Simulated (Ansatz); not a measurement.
`CC1(F)OCO1` and `CC1(N)OCO1` differ in one atom or group.

Ansatz, PBE0-D4/def2-TZVP geometries, multiplicity 1. Each molecule was computed in one conformer, which needn't be the lowest.

| property | `CC1(F)OCO1` |
| --- | --- |
| size of the dipole moment (PBE/def2-TZVPP) / D | 1.70 |
| HOMO energy (B3LYP/def2-TZVPP) / eV | -8.14 |
| HOMO–LUMO gap (PBE/def2-TZVPP) / eV | 6.94 |
| HOMO–LUMO gap (ωB97M-V/def2-TZVPP) / eV | 13.63 |
| HOMO–LUMO gap (PBE0/def2-TZVPP) / eV | 9.69 |
| HOMO energy (PBE0/def2-TZVPP) / eV | -8.35 |

Task: Give the same properties after the change, and the shifts. (An estimate is asked.)

Result: The calculation gave: 
```
                                      property  `CC1(N)OCO1`  shift
size of the dipole moment (PBE/def2-TZVPP) / D          1.12  -0.58
           HOMO energy (B3LYP/def2-TZVPP) / eV         -7.13   1.01
           HOMO–LUMO gap (PBE/def2-TZVPP) / eV          5.97  -0.97
       HOMO–LUMO gap (ωB97M-V/def2-TZVPP) / eV         12.17  -1.46
          HOMO–LUMO gap (PBE0/def2-TZVPP) / eV          8.38  -1.31
            HOMO energy (PBE0/def2-TZVPP) / eV         -7.34   1.01
```

With PBE0 the HOMO rises by 1.01 eV and the LUMO falls by 0.30 eV, so the gap narrows by about 1.31 eV. PBE moves the HOMO by 0.96 eV and ωB97M-V by 1.00 eV. Dipoles are sizes alone; their direction can turn.

B3LYP here is the variant with VWN-RPA as its local correlation; programs differ in this.
